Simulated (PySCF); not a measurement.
Working out the ionisation energy of Si

Si [Ne] 3s2 3p2 (3P) → Si⁺ [Ne] 3s2 3p1 (2P). All numbers are calculated (PySCF 2.14, no relativity, point nucleus, in cc-pV(T+d)Z (5s4p3d1f, 39 functions)). Frozen: [Ne]. Energies in hartree (1 hartree = 27.21139 eV):

| part | Si (lower) | Si⁺ (upper) |
| --- | --- | --- |
| UHF | -288.856491 | -288.575727 |
| CCSD correlation | -0.074467 | -0.058626 |
| (T) | -0.002479 | -0.001092 |

**Question.** What does Hartree-Fock give?

**Answer.** (-288.575727) − (-288.856491) = 0.280764 hartree = 7.640 eV.

**Question.** What do CCSD and CCSD(T) give?

**Answer.** The CCSD correlation energies differ by 0.015841 hartree = 0.431 eV and the triples by 0.001387 hartree = 0.038 eV, so CCSD gives 8.071 eV and CCSD(T) 8.109 eV.

Measured between the centres of the two terms (NIST): 8.157 eV, so CCSD(T) (valence) is off by -0.048 eV.

What remains against the reference includes basis incompleteness, the frozen core and higher excitations.
